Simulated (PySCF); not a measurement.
## How the functional moves excitation energies

Species: C₄H₉N.
SMILES: `C/C=N/CC`

Linear-response calculations in the def2-SVPD basis (PySCF; singlets by full response, triplets Tamm–Dancoff, core orbitals frozen in the response; HF means time-dependent Hartree–Fock). 'Strongest' is the level of largest summed f among the singlets computed (6 and 10 roots, of which the last may lack a degenerate partner); it can jump between rows when another state enters that window. S1 is the lowest singlet of each run and needn't be the same state throughout; f(S1) is that of one state. The structure is a single PBE0-D3(BJ)/def2-SVP conformer in the gas phase; no vibrational or solvent corrections.

| functional | kind | S1 (eV) | f(S1) | strongest (eV) | T1 (eV) | HOMO (eV) | gap (eV) | ionisation energy, ΔSCF (eV) |
| --- | --- | --- | --- | --- | --- | --- | --- | --- |
| LDA | LDA | 4.83 | 0.001 | 7.14 | 4.17 | -5.80 | 4.46 | 9.28 |
| PBE | GGA | 4.93 | 0.001 | 7.23 | 4.18 | -5.72 | 4.59 | 9.13 |
| B3LYP | global hybrid, 20% exact exchange | 5.13 | 0.001 | 7.52 | not run | -6.96 | 6.68 | not run |
| PBE0 | global hybrid, 25% exact exchange | 5.17 | 0.001 | 7.64 | 4.34 | -7.17 | 7.16 | 9.25 |
| BHandHLYP | global hybrid, 50% exact exchange | 5.39 | 0.001 | 8.00 | 4.57 | -8.60 | 9.74 | 9.23 |
| wB97X-D | range-separated hybrid | 5.23 | 0.001 | 7.86 | 4.49 | -9.08 | 10.93 | 9.33 |
| LC-wPBE | range-separated hybrid | 5.29 | 0.001 | 7.86 | 4.43 | -9.93 | 12.29 | 9.41 |
| HF | Hartree–Fock | 5.80 | 0.001 | 8.02 | 4.21 | -10.85 | 13.73 | not settled |

What does CAM-B3LYP (range-separated hybrid) give?

S1 (eV) 5.22, f(S1) 0.001, strongest (eV) 7.95, T1 (eV) 4.43, HOMO (eV) -8.61, gap (eV) 9.76, ionisation energy, ΔSCF (eV) 9.39. S1 runs from 4.83 eV (LDA) to 5.80 eV (HF), a spread of 0.97 eV, while the orbital gap spreads over 9.3 eV. Along PBE (0%), B3LYP (20%), PBE0 (25%), BHandHLYP (50%), HF (100%) S1 rises with the share of exact exchange. −ε(HOMO) comes closest to its own ΔSCF ionisation energy with wB97X-D (-0.25 eV) and misses most with LDA (-3.48 eV). 'Not settled' means that the ion's SCF failed to converge or may have ended in another state than the lowest.
